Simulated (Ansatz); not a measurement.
Molecular dynamics, step by step

AlSiH$_{3}$Cl (SMILES [SiH2-][AlH][Cl]) (charge -1), closed shell, r2SCAN-D4/def2-SVP (Ansatz 0.2.0). Settings (timestep in fs, temperature in K; T counts 12 degrees of freedom):

```yaml
hamiltonian: {xc: r2scan, dispersion: d4}
md: {n_steps: 30, timestep: 0.25, temperature: 200, ensemble: nve, seed: 600, initial_velocities: maxwell_boltzmann}
```

Start (the SMILES describes the start alone):

```xyz
6
angstrom
Si -0.3899 -0.3470 -1.5306
Al 0.7006 -0.1712 0.5449
Cl 0.0663 0.8361 2.3510
H -1.7497 -0.7770 -0.9575
H -0.7549 1.1420 -1.6430
H 2.1276 -0.6828 1.2353
```

```csv
step,time (fs),potential energy less the start (meV),kinetic energy (meV),T (K)
0,0.00,0.0,103.4,200
2,0.50,-3.4,106.8,207
4,1.00,-7.4,110.8,214
6,1.50,-11.9,115.3,223
8,2.00,-17.1,120.5,233
10,2.50,-23.0,126.4,244
12,3.00,-29.6,133.0,257
14,3.50,-36.7,140.2,271
16,4.00,-44.4,147.8,286
18,4.50,-52.4,155.8,301
20,5.00,-60.2,163.6,316
22,5.50,-67.7,171.1,331
24,6.00,-74.5,177.9,344
26,6.50,-80.1,183.5,355
28,7.00,-84.3,187.7,363
30,7.50,-86.9,190.3,368
```

Step 14, positions (Å) and forces (eV/Å):

| atom | x | y | z | Fx | Fy | Fz |
| --- | --- | --- | --- | --- | --- | --- |
| Si1 | -0.389 | -0.354 | -1.533 | 0.248 | -0.016 | -1.102 |
| Al2 | 0.693 | -0.155 | 0.551 | 0.716 | -0.420 | 0.398 |
| Cl3 | 0.069 | 0.831 | 2.348 | -0.418 | 0.534 | 0.732 |
| H4 | -1.722 | -0.760 | -0.935 | -0.306 | -0.016 | 0.331 |
| H5 | -0.699 | 1.166 | -1.606 | 0.011 | -0.101 | 0.149 |
| H6 | 2.119 | -0.760 | 1.189 | -0.251 | 0.019 | -0.508 |

Step 26, positions (Å) and forces (eV/Å):

| atom | x | y | z | Fx | Fy | Fz |
| --- | --- | --- | --- | --- | --- | --- |
| Si1 | -0.388 | -0.361 | -1.538 | 0.078 | 0.082 | -0.810 |
| Al2 | 0.689 | -0.143 | 0.557 | 0.567 | -0.648 | -0.117 |
| Cl3 | 0.070 | 0.828 | 2.347 | -0.383 | 0.582 | 0.866 |
| H4 | -1.723 | -0.746 | -0.887 | -0.127 | 0.094 | 0.206 |
| H5 | -0.650 | 1.179 | -1.559 | -0.061 | -0.177 | 0.078 |
| H6 | 2.090 | -0.826 | 1.102 | -0.074 | 0.068 | -0.223 |

Step 28, positions (Å) and forces (eV/Å):

| atom | x | y | z | Fx | Fy | Fz |
| --- | --- | --- | --- | --- | --- | --- |
| Si1 | -0.387 | -0.362 | -1.539 | 0.021 | 0.080 | -0.741 |
| Al2 | 0.689 | -0.141 | 0.558 | 0.525 | -0.675 | -0.210 |
| Cl3 | 0.070 | 0.827 | 2.347 | -0.375 | 0.586 | 0.885 |
| H4 | -1.725 | -0.743 | -0.877 | -0.069 | 0.116 | 0.169 |
| H5 | -0.642 | 1.180 | -1.551 | -0.074 | -0.174 | 0.064 |
| H6 | 2.084 | -0.836 | 1.085 | -0.029 | 0.067 | -0.167 |

Last step (30):

Si1  (-0.387, -0.363, -1.540)
Al2  (0.688, -0.139, 0.559)
Cl3  (0.071, 0.827, 2.347)
H4  (-1.727, -0.740, -0.866)
H5  (-0.635, 1.180, -1.542)
H6  (2.078, -0.847, 1.068)
(Å)

The run took about 2.6 min on 2 CPU threads of an Intel Xeon (shared host).
